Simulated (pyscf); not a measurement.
HO⁺=SiH₂ + H₂ -> SiH₃⁺ + H₂O, a four-centre exchange (singlet surface; O–Si, H–H broken, H–Si, H–O formed). Optimised with ωB97X-D3(BJ)/def2-SVP in PySCF. Energies in kcal/mol from the separated reactants.

Small-basis levels: PySCF, no dispersion term, spherical d functions. 

### Question
Quick B3LYP/6-31G* single points give ΔE‡ = 23.2 kcal/mol and ΔE = +36.8 kcal/mol. What does ωB97M-D3(BJ)/def2-TZVP give, and how far is the quick result from it?

### Answer
ωB97M-D3(BJ)/def2-TZVP gives ΔE‡ = 18.1 kcal/mol and ΔE = +34.2 kcal/mol. B3LYP/6-31G* lies 5.1 kcal/mol over it in the barrier and 2.6 kcal/mol over it in the reaction energy, so on this step it does not hold to within 3.0 kcal/mol. ωB97M-D3(BJ)/def2-TZVP has limits of its own. On the reactant side the descent ends in a bound adduct, 9.7 kcal/mol under the separated species and 27.3 kcal/mol under the saddle at ωB97X-D3(BJ)/def2-TZVP. On the product side the descent ends in an adduct with a O–Si contact, 61.2 kcal/mol under the separated species and 44.8 kcal/mol under the saddle at ωB97X-D3(BJ)/def2-TZVP. At ωB97M-D3(BJ) the saddle lies under the separated products, which points to a path from their complex (located at ωB97X-D3(BJ) alone), and parting the products costs more than the saddle. What is counted as broken (O–Si) persists as a longer contact in the product adduct; parting that adduct is a step of its own. This is the saddle that the search found; another between the same sides may lie lower.
